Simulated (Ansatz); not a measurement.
Rock-salt EuN, treated with rVV10 (PAW; Ansatz, a quantum-chemistry and plane-wave program).

Numerical settings: plane-wave cutoff 520 eV, 12×12×12 k mesh, Fermi–Dirac smearing 0.01 eV, spin-polarised with parallel moments, scalar-relativistic PAW data made under PBE.

Equation-of-state points:

```json
[
 {"V (Å³/atom)": "15.264", "E − E_lowest (meV/atom)": "24.64"},
 {"V (Å³/atom)": "15.589", "E − E_lowest (meV/atom)": "10.53"},
 {"V (Å³/atom)": "15.913", "E − E_lowest (meV/atom)": "2.54"},
 {"V (Å³/atom)": "16.238", "E − E_lowest (meV/atom)": "0.00"},
 {"V (Å³/atom)": "16.563", "E − E_lowest (meV/atom)": "2.35"},
 {"V (Å³/atom)": "16.888", "E − E_lowest (meV/atom)": "9.13"},
 {"V (Å³/atom)": "17.212", "E − E_lowest (meV/atom)": "19.86"}
]
```

Task: What bulk modulus B0 and pressure derivative B′ does a third-order Birch–Murnaghan fit give?

Result: V0 = 16.238 Å³/atom, B0 = 121 GPa, B′ = 4.4 (fit to the energies at full precision).

Note: the magnetic order was assumed, not searched for or taken from measurement; the 4f shell is treated without U or exact exchange, so its levels and filling can be wrong.

Spin–orbit coupling is not included; it can open a gap where bands touch, and shift volumes and moduli.

The computed numbers hold no vibrational or temperature effects.

The result took very roughly 2.2 core-minutes.
